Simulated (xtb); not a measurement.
C4H4N2, SMILES c1cnccn1. All values are semi-empirical tight-binding results from xtb (GFN2-xTB unless named), good for trends rather than for accurate numbers. Geometry optimised at GFN2-xTB.

Computed properties:
```
Property                                         Value
---------------------------------------  -------------
point group as xtb finds it                        D2h
orbital gap                                    2.23 eV
dipole moment                                   0.00 D
zero-point energy                        46.1 kcal/mol
G − E(el) at 298.15 K (modified RRHO)    29.6 kcal/mol
static polarisability (D4 model)            58.7 bohr³
solvation energy, GFN2-xTB/ALPB(water)   -4.1 kcal/mol
solvation energy, GFN2-xTB/ALPB(ch2cl2)  -5.2 kcal/mol
```

### Question
Give the IR lines (harmonic; lines under 4 % of the strongest left out, lines within 3 cm⁻¹ merged). (Estimate from the structure and the level; the computed values follow.)

### Answer
ν (cm⁻¹): 388 (m), 751 (w), 1010 (s), 1097 (w), 1130 (w), 1229 (m), 1351 (m), 1436 (m), 3058 (m), 3068 (vs) (against the strongest line: vs over 80 %, s over 45 %, m over 15 %, w over 4 %, vw less)
